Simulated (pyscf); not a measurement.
H₂P–PH₂ (SMILES PP) + H₂O (SMILES O) → H₂P–PH₂ (SMILES PP) + H₂O (SMILES O) (four-centre exchange; singlet surface; H–P, H–O broken, H–P, H–O formed). Structures and frequencies: ωB97X-D3(BJ)/def2-SVP in PySCF. MP2 and CC: frozen core, UHF for open shells. ΔMP2 is the change of the MP2 total energy from the triple- to the quadruple-zeta basis. Energies in eV from the separated reactants.

```
level                                barrier  reaction energy
--------------------------------  ----------  ---------------
ωB97X-D3(BJ)/def2-TZVP                  2.41             0.00
PBE/def2-TZVP                           1.99             0.00
r²SCAN/def2-TZVP                        2.16             0.00
HF/def2-TZVP                            3.16             0.00
MP2/def2-QZVPP                    (withheld)             0.00
CCSD/def2-TZVPP                         2.60             0.00
CCSD(T)/def2-TZVPP + ΔMP2(QZVPP)  (withheld)             0.00
```

Task: What belongs in the gaps?

Result: 
- MP2/def2-QZVPP, barrier: 2.32
- CCSD(T)/def2-TZVPP + ΔMP2(QZVPP), barrier: 2.43

Of the functionals in the table, ωB97X-D3(BJ) is closest to CCSD(T)/def2-TZVPP + ΔMP2(QZVPP) in the barrier (0.03 eV apart) and PBE least close (0.45 eV); that level has limits of its own. One saddle was located; it need not be the lowest between these sides. The CCSD(T) − MP2 part came from Ansatz, without density fitting, on the same reference.
